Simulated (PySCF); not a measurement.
Molecule: `C1=PC=CC=C1`, C₅H₅P.

Atoms are numbered as in `[cH:1]1[cH:2][cH:3][p:4][cH:5][cH:6]1`; H(Xn) means a hydrogen on atom n.

Geometry PBE0-D3(BJ)/def2-SVP throughout; GIAO in PySCF, gas phase, one conformer, non-relativistic; equivalent atoms averaged; functional PBE0.

For orientation, cc-pVTZ gives these shifts δ (against TMS, H3PO4 at the same level): C3/C5 163.0, C2/C6 137.9, C1 132.9, P4 207.0, H(C3)/H(C5) 9.16, H(C2)/H(C6) 8.10, H(C1) 7.68 ppm.

A run gave: C3/C5 168.1, C2/C6 141.9, C1 136.8, P4 217.3, H(C3)/H(C5) 9.12, H(C2)/H(C6) 8.11, H(C1) 7.71 ppm (shifts δ (against TMS, H3PO4 at the same level)).

Which basis set was used in that run?
A. cc-pVDZ
B. aug-cc-pVDZ
C. IGLO-III
D. pcSseg-0

Results:

C. C3/C5 tells them apart best: IGLO-III gives 168.1, aug-cc-pVDZ gives 158.2, pcSseg-0 gives 172.4, cc-pVDZ gives 158.4 ppm.
